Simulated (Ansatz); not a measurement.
## Molecular dynamics of C2H5FN2

Input file:

```yaml
crystal:
  periodic: [false, false, false]
  atoms:
    - { symbol: "N", position_ang: [-1.54007, -0.568141, -0.029772] }
    - { symbol: C, position_ang: [-0.273045, -0.693085, -0.715956] }
    - { symbol: C, position_ang: [0.812815, -0.048858, -0.236314] }
    - { symbol: "N", position_ang: [0.633722, 0.880253, 0.894474] }
    - { symbol: F, position_ang: [2.076423, -0.181675, -0.74849] }
    - { symbol: H, position_ang: [-2.282785, -0.3401, -0.740957] }
    - { symbol: H, position_ang: [-1.417232, 0.295127, 0.566738] }
    - { symbol: H, position_ang: [-0.217944, -1.401226, -1.548648] }
    - { symbol: H, position_ang: [1.365379, 1.631437, 0.788166] }
    - { symbol: H, position_ang: [0.925739, 0.374967, 1.773658] }
basis:
  gaussian: { orbitals: STO-3G }
hamiltonian:
  xc: pbe0
  dispersion: d4
md:
  timestep: 0.25
  n_steps: 600
  ensemble: nve
  temperature: 500.0
  initial_velocities: maxwell_boltzmann
  seed: 291528
scf:
  lower_state_search: "off"
```

Launched with:

```bash
$ ansatz run input.yaml --threads 1 --pin off --max-ram 2048MiB --backend cpu --events-out ev --progress --plain --runs-dir out
```

It starts from a relaxed structure.

Output, in part (step lines, the closing report, with atoms numbered from 0):

```
md step     0: t =     0.00 fs  T =   500.0 K  F+E_penalty+E_count = -7738.71234155 eV  E_kin = 0.517040 eV  conserved = -7738.19530156 eV  (13 SCF iters)
md step     1: t =     0.25 fs  T =   495.9 K  F+E_penalty+E_count = -7738.70805313 eV  E_kin = 0.512785 eV  conserved = -7738.19526775 eV  (19 SCF iters)
md step     2: t =     0.50 fs  T =   484.0 K  F+E_penalty+E_count = -7738.69563971 eV  E_kin = 0.500449 eV  conserved = -7738.19519119 eV  (19 SCF iters)
md step     3: t =     0.75 fs  T =   465.3 K  F+E_penalty+E_count = -7738.67627765 eV  E_kin = 0.481195 eV  conserved = -7738.19508224 eV  (19 SCF iters)
md step     4: t =     1.00 fs  T =   441.7 K  F+E_penalty+E_count = -7738.65166561 eV  E_kin = 0.456712 eV  conserved = -7738.19495351 eV  (19 SCF iters)
md step     5: t =     1.25 fs  T =   414.9 K  F+E_penalty+E_count = -7738.62382828 eV  E_kin = 0.429011 eV  conserved = -7738.19481764 eV  (19 SCF iters)
md step     6: t =     1.50 fs  T =   387.0 K  F+E_penalty+E_count = -7738.59490880 eV  E_kin = 0.400221 eV  conserved = -7738.19468763 eV  (19 SCF iters)
md step     7: t =     1.75 fs  T =   360.1 K  F+E_penalty+E_count = -7738.56696451 eV  E_kin = 0.372390 eV  conserved = -7738.19457483 eV  (19 SCF iters)
[... lines left out ...]
md step   597: t =   149.25 fs  T =   309.8 K  F+E_penalty+E_count = -7738.51528087 eV  E_kin = 0.320401 eV  conserved = -7738.19487947 eV  (20 SCF iters)
md step   598: t =   149.50 fs  T =   324.0 K  F+E_penalty+E_count = -7738.52996445 eV  E_kin = 0.334993 eV  conserved = -7738.19497158 eV  (20 SCF iters)
md step   599: t =   149.75 fs  T =   335.7 K  F+E_penalty+E_count = -7738.54220332 eV  E_kin = 0.347153 eV  conserved = -7738.19505024 eV  (20 SCF iters)
md step   600: t =   150.00 fs  T =   343.9 K  F+E_penalty+E_count = -7738.55068841 eV  E_kin = 0.355582 eV  conserved = -7738.19510654 eV  (19 SCF iters)
Total energy: -7738.55070400 eV, -284.3864929939 hartree
Atom 0 at    -1.502549    -0.458718     0.087275 Å, force     0.584272     1.416181    -0.597968 eV/Å
Atom 1 at    -0.264602    -0.671570    -0.701285 Å, force     0.046548    -0.672151    -1.689821 eV/Å
Atom 2 at     0.847490    -0.025390    -0.274193 Å, force    -0.243111    -0.839337     0.066856 eV/Å
Atom 3 at     0.663840     0.820506     0.861808 Å, force    -0.591605     0.669215     0.616273 eV/Å
Atom 4 at     2.101744    -0.142319    -0.782706 Å, force    -0.192617     0.049306    -0.119771 eV/Å
Atom 5 at    -2.036388    -1.333444    -0.000290 Å, force    -0.627041    -1.258332     0.220078 eV/Å
Atom 6 at    -2.115224     0.200101    -0.486813 Å, force     0.324219    -0.072865     0.320941 eV/Å
Atom 7 at    -0.290256    -1.280142    -1.636358 Å, force     0.018416     0.428712     0.710349 eV/Å
Atom 8 at     1.249995     0.447379     1.649285 Å, force     0.126708     0.071731     0.174720 eV/Å
Atom 9 at    -0.365893     0.558260     1.062005 Å, force     0.554211     0.207541     0.298343 eV/Å
Dipole moment:    -0.296537    -0.313594    -0.067304 e Å
```

The steps, from the saved trajectory:

| time (fs) | T (K) | potential energy less start (eV) | conserved less start (meV/atom) |
| --- | --- | --- | --- |
| 0.0 | 500 | 0.000 | 0.00 |
| 5.0 | 301 | 0.206 | 0.03 |
| 10.0 | 308 | 0.199 | 0.03 |
| 15.0 | 229 | 0.280 | 0.04 |
| 20.0 | 269 | 0.240 | 0.06 |
| 25.0 | 244 | 0.265 | 0.08 |
| 30.0 | 238 | 0.271 | 0.08 |
| 35.0 | 262 | 0.247 | 0.07 |
| 40.0 | 199 | 0.312 | 0.08 |
| 45.0 | 188 | 0.324 | 0.07 |
| 50.0 | 162 | 0.350 | 0.08 |
| 55.0 | 295 | 0.212 | 0.06 |
| 60.0 | 216 | 0.294 | 0.07 |
| 65.0 | 259 | 0.250 | 0.03 |
| 70.0 | 182 | 0.329 | 0.04 |
| 75.0 | 273 | 0.235 | 0.01 |
| 80.0 | 291 | 0.216 | 0.01 |
| 85.0 | 273 | 0.235 | 0.02 |
| 90.0 | 258 | 0.250 | 0.01 |
| 95.0 | 190 | 0.321 | 0.07 |
| 100.0 | 214 | 0.297 | 0.06 |
| 105.0 | 167 | 0.345 | 0.08 |
| 110.0 | 164 | 0.348 | 0.09 |
| 115.0 | 194 | 0.317 | 0.07 |
| 120.0 | 216 | 0.294 | 0.08 |
| 125.0 | 191 | 0.320 | 0.08 |
| 130.0 | 222 | 0.288 | 0.05 |
| 135.0 | 238 | 0.272 | 0.07 |
| 140.0 | 330 | 0.176 | 0.03 |
| 145.0 | 263 | 0.246 | 0.05 |
| 150.0 | 344 | 0.162 | 0.02 |

All steps were run. The conserved energy stayed within 0.11 meV per atom of its start (net change 0.02 meV per atom), so the integration is sound. The temperature averaged 0.47 of the 500 K drawn at the start: a run that starts near a minimum puts about half its kinetic energy into the potential. A run of 0.15 ps of so small a system gives no equilibrium averages. Limits of this set-up: minimal basis.

The same pairs are bonded in the first frame and the last. Pairs count as bonded within 1.25 times the sum of covalent radii (0.12 Å more for H–H).

Last frame:

```xyz
10
Properties=species:S:1:pos:R:3
N -1.502 -0.459 0.087
C -0.265 -0.672 -0.701
C 0.848 -0.025 -0.274
N 0.664 0.821 0.862
F 2.102 -0.142 -0.783
H -2.036 -1.333 0.000
H -2.115 0.200 -0.487
H -0.290 -1.280 -1.636
H 1.250 0.447 1.649
H -0.366 0.558 1.062
```

The run took 12 min on 1 thread of Arm Neoverse V1, with other jobs on the host, peak memory 0.08 GiB.
